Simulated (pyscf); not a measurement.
`[GeH3]` [doublet] + `[FH]` -> `[F][GeH3]` + `[H]` [doublet] (atom transfer; doublet surface; F–H broken, F–Ge formed). Optimised with ωB97X-D3(BJ)/def2-SVP in PySCF. MP2 and CC: frozen core, UHF for open shells. ΔMP2 is the change of the MP2 total energy from the triple- to the quadruple-zeta basis. Energies in eV from the separated reactants.

```
level                             barrier  reaction energy
--------------------------------  -------  ---------------
ωB97X-D3(BJ)/def2-TZVP               1.53            +0.31
PBE/def2-TZVP                        1.05            +0.43
r²SCAN/def2-TZVP                     1.22            +0.44
M06-2X/def2-TZVP                     1.53            +0.38
MP2/def2-QZVPP                       1.73            +0.36
CCSD/def2-TZVPP                      1.82            +0.53
CCSD(T)/def2-TZVPP + ΔMP2(QZVPP)     1.70            +0.51
```

This is the saddle that the search found; another between the same sides may lie lower. The angle at the transferred F is 180°. The CCSD(T) − MP2 part came from Ansatz, without density fitting, on the same reference. The frozen core leaves the outer d or s,p core shells of the metals and heavy elements correlated in the MP2 and CC values, and def2-TZVPP describes them poorly, which can shift differences by a few kcal/mol. Elements up to Kr have no core potential and no relativistic terms here.
